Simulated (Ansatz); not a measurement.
## Antiferromagnetic bcc Cr

The numbers are results of HSE06 (PAW; Ansatz, a quantum-chemistry and plane-wave program), not measurements.

Numerical settings: plane-wave cutoff 460 eV, 10×10×10 k mesh, Fermi–Dirac smearing 0.05 eV, spin-polarised with opposed moments, scalar-relativistic PAW data made under PBE.

Cell: relaxed at this level.

```
Property                                                 Value
-----------------------------------------------  -------------
volume per atom                                  14.27 Å³/atom
bulk modulus B0                                       89.2 GPa
magnetic moment (largest site, within a sphere)        3.22 μB
lattice parameter a                                    3.056 Å
pressure derivative B′ of the bulk modulus                 6.1
```

Measured, for comparison: equilibrium volume per atom 11.91 Å³/atom, lattice constant a 2.877 Å (corrected for temperature and zero-point phonon effects; as tabulated in Levämäki et al. (2014), arXiv:1402.3671); bulk modulus 194 GPa (corrected for temperature and zero-point phonon effects, our sources range from 174 to 205; as tabulated in Levämäki et al. (2014), arXiv:1402.3671). Computed (rounded) less measured: equilibrium volume per atom +19.8 %, bulk modulus not scored (sources differ), lattice constant a +6.2 %.

Note: the cell is over a tenth larger than the published one: the level's own overestimate first of all, though another phase or state, or a fault of the published cell, is possible; the commensurate order stands in for chromium's spin-density wave, and the size of the moments varies much between levels; the collinear magnetic order is the start's and need not be the measured one.

Moments are spin moments.

Computed values are for the static lattice.
